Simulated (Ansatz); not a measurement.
## Calcium, fcc: convergence with Fermi-Dirac smearing

Computed with Ansatz, PBE, scalar-relativistic PAW, on the relaxed cell (a = 5.525 Å; spin not included). Errors count from a run at 420 eV on a Γ-centred 16×16×16 mesh with Fermi-Dirac smearing of 0.1 eV, extrapolated to zero width. Fixed here: cutoff 420 eV, mesh 10×10×10. The SCF starts from atomic densities corrected by a trained network.

```
width (eV)  E(σ→0) error (meV/atom)  F error (meV/atom)  P (GPa)  SCF iterations
      0.01                     -0.6                -0.9     0.02               6
      0.03                     -0.7                -2.6     0.01               6
       0.1                     -1.3               -21.1     0.01               6
       0.2                     -0.6               -80.3     0.08               6
       0.3                     -0.5              -180.3     0.19               6
       1.0                   -183.8             -1789.9     1.91               6
```

Task: What does the run at 0.6 give (width)?

Result: E(σ→0) error (meV/atom): -36.7; F error (meV/atom): -696.9; P (GPa): 0.69; SCF iterations: 6.
